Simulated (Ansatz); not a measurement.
1T (CdI2-type) PtSe₂, treated with rVV10 (PAW; Ansatz, a program for electronic structure).

Settings: plane-wave cutoff 520 eV, 12×12×8 k mesh (along the axes of the cell as run), Fermi–Dirac smearing 0.01 eV, scalar-relativistic PAW data made under PBE.

Cell (relaxed at this level):

Space group P-3m1 (No. 164); a = b = 3.825 Å, c = 5.162 Å, α = β = 90.00°, γ = 120.00°

```tsv
atom	site	symmetry	x	y	z
Pt	1a	-3m.	0.0000	0.0000	0.0000
Se	2d	3m.	0.3333	0.6667	0.2554
```

**Question.** Predict the bulk modulus B0 and pressure derivative B′ of the bulk modulus.

**Answer.** 
* **bulk modulus B0**: 39.2 GPa
* **pressure derivative B′ of the bulk modulus**: 11.7

The run finds no gap.

Note: the bulk modulus comes from volumes at which shape and atoms were relaxed.

Spin–orbit coupling is not included; it can open a gap where bands touch, and shift volumes and moduli.

Computed values are for the static lattice.

Cost on a shared machine: very roughly 7 core-minutes.
